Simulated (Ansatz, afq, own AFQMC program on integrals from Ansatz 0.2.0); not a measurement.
# Where AFQMC and coupled cluster stand for GeH4Cl, doublet

```xyz
6

Ge   -1.0538    0.0000    0.0000
H    -1.5653    1.4466    0.0000
H    -1.5653   -0.7233    1.2528
H    -1.5653   -0.7233   -1.2528
H     0.7942    0.0000    0.0000
Cl    2.2702    0.0000    0.0000
```

Connectivity, by distances: GeH3 ··· Cl, 1 bridging H.

Basis cc-pVTZ. Only valence electrons are correlated. Integrals, coupled cluster, full CI and functionals: Ansatz 0.2.0; the random walks run on the same integrals in our own AFQMC program. The CISD trial takes its coefficients from CCSD amplitudes. Released means that phaseless walkers are propagated on without the constraint, phases kept. ± is one standard error of the sampling. No spin–orbit coupling.

Determinant: UHF, the one that the program's search chose, which needn't be the lowest solution. The geometry is a point of a scan.

No full CI on the walks' own integrals is used here. The released AFQMC energy serves as the reference, which it does only where one determinant dominates, the energy is flat over the last release times and near the phaseless one (40 meV or 2 meV an electron, half that with transition metals). On small molecules, where full CI could be run and the noise was under 10 meV, such values lay within 10 meV of it in 19 cases of 20, a flattering rate, since the rule was set on those same cases; what remains of the bias isn't in the error bar.

Cautions: no relativity below Rb; no spin-orbit coupling; inner d shell frozen; the released value is read at 1.50 1/Eh (meV from the phaseless value at times in 1/Eh: 3 ± 6 at 0.24, -1 ± 4 at 0.51, 5 ± 6 at 0.99, -5 ± 8 at 1.50).

```
T1 diagnostic                               : 0.0129
weight of the determinant in the CISD state : 0.848
⟨S²⟩ of the determinant                     : 0.776
size of the correlated space                : 15 electrons in 114 orbitals
```

Reference: AFQMC with the constraint released, correlation energy -10.458 ± 0.008 eV.

```csv
level,E − E(reference) (kJ/mol),share of correlation (%)
HF,1009.0 ± 0.8,0.00
MP2,155.4 ± 0.8,84.60
CCSD,38.5 ± 0.8,96.18
CCSD(T),5.2 ± 0.8,99.48
ph-AFQMC/CISD,0.5 ± 1.0,99.95
```

A walk keeps the symmetry of its determinant, which the program's search chose and which needn't be the lowest solution, so a lower state of the same spin and another symmetry isn't excluded. Released energies are given only where the last usable release times agree within the noise; a slower fall can still hide under it.
